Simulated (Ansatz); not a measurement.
# C3H5NO: up Jacob's ladder to CCSD(T)

An exercise on one series of results from a longer session: the logs are not shown, and one member is left open.

Computed with Ansatz 0.2.0, Gaussian basis. Level: functionals in def2-TZVPP, the program's frozen cores in correlated methods.

Levels to be run: LDA (SPW92), PBE-D4, revPBE-D4, BLYP-D4, r2SCAN-D4, B97M-V, PBE0-D4, B3LYP-D4, r2SCANh-D4, r2SCAN0-D4, HSE06-D4, BHLYP-D4, CAM-B3LYP-D4, LC-ωPBE, ωB97X-V, ωB97M-V, B2PLYP, PBE-QIDH; CCSD(T)/def2-SVP; CCSD(T)/def2-TZVPP; MP2/def2-QZVPP; extrapolation to the limit; RPA on PBE.

## The relaxed structure

The geometry comes from an earlier relaxation with PBE0-D4 in a triple-zeta def2 set; it is a stationary point, not always the lowest conformer.

SMILES `NC1=COC1`, 10 atoms, charge 0, spin multiplicity 1.

Atoms are counted from 1 here; the program's logs count them from 0.

Bond lengths: N1–C2 1.384 Å, N1–H6 1.011 Å, N1–H7 1.010 Å, C2–C3 1.336 Å, C2–C5 1.502 Å, C3–O4 1.400 Å, C3–H8 1.081 Å, O4–C5 1.453 Å, C5–H9 1.093 Å, C5–H10 1.092 Å. Angles: C2–N1–H6 113.5°, C2–N1–H7 113.1°, H6–N1–H7 109.9°, N1–C2–C3 140.0°, N1–C2–C5 132.2°, C3–C2–C5 87.2°, C2–C3–O4 97.7°, C2–C3–H8 140.6°, O4–C3–H8 121.6°, C3–O4–C5 86.8°, C2–C5–O4 88.4°, C2–C5–H9 117.9°, C2–C5–H10 115.7°, O4–C5–H9 111.0°, O4–C5–H10 110.8°, H9–C5–H10 111.0°.

The first run:

in.yaml

```yaml
crystal:
  periodic: [false, false, false]
  atoms:
    - {symbol: N, position_ang: [-1.232226, 0.185556, -1.053665]}
    - {symbol: C, position_ang: [-0.215125, -0.102271, -0.160652]}
    - {symbol: C, position_ang: [0.397429, -1.155416, 0.386556]}
    - {symbol: O, position_ang: [1.435358, -0.460306, 1.018353]}
    - {symbol: C, position_ang: [0.860910, 0.748262, 0.452008]}
    - {symbol: H, position_ang: [-1.844147, 0.927742, -0.743193]}
    - {symbol: H, position_ang: [-1.777349, -0.625348, -1.307474]}
    - {symbol: H, position_ang: [0.332423, -2.233404, 0.424042]}
    - {symbol: H, position_ang: [0.572237, 1.449851, 1.238634]}
    - {symbol: H, position_ang: [1.553789, 1.214135, -0.251709]}
basis:
  gaussian: {orbitals: def2-TZVPP}
hamiltonian: {xc: lda}
output: {orbitals: {seedname: orbitals}}
```

Command:

```console
ansatz run in.yaml --threads 2 --pin off --events-out ev --progress --plain --max-ram 4352MiB
```

Among the steps run: LDA; PBE-D4 (GGA); revPBE-D4 (GGA); BLYP-D4 (GGA); r2SCAN-D4 (meta-GGA); B97M-V (meta-GGA); B3LYP-D4 (hybrid); r2SCANh-D4 (hybrid); r2SCAN0-D4 (hybrid); HSE06-D4 (hybrid); BHLYP-D4 (hybrid); CAM-B3LYP-D4 (range-separated); LC-ωPBE (range-separated); ωB97X-V (range-separated); ωB97M-V (range-separated); B2PLYP (double hybrid); PBE-QIDH (double hybrid).

One table of the session follows, with a row left open; its other results are not shown here.

It belongs to the step «Orbital energies across the functionals». 

```
  functional  HOMO (eV)  LUMO (eV)  gap (eV)
 LDA (SPW92)      -4.41      -0.14      4.27
      PBE-D4      -4.24      -0.01      4.23
   revPBE-D4      -4.17       0.04      4.21
     BLYP-D4      -4.12      -0.06      4.07
   r2SCAN-D4      -4.43       0.40      4.83
      B97M-V      -4.51       0.23      4.74
     PBE0-D4          ?          ?         ?
    B3LYP-D4      -5.28       0.46      5.74
  r2SCANh-D4      -4.90       0.74      5.65
  r2SCAN0-D4      -5.62       1.24      6.86
    HSE06-D4      -5.08       0.47      5.55
    BHLYP-D4      -6.62       1.40      8.03
CAM-B3LYP-D4      -6.84       1.57      8.41
     LC-ωPBE      -8.15       2.93     11.08
     ωB97X-V      -7.79       2.72     10.51
     ωB97M-V      -7.72       2.23      9.96
```

Q: Estimate the row for PBE0-D4 from the others.

**Answer.** HOMO (eV): -5.48; LUMO (eV): 0.83; gap (eV): 6.32. In the column «HOMO (eV)» it lies between r2SCAN0-D4 (-5.62) and B3LYP-D4 (-5.28).
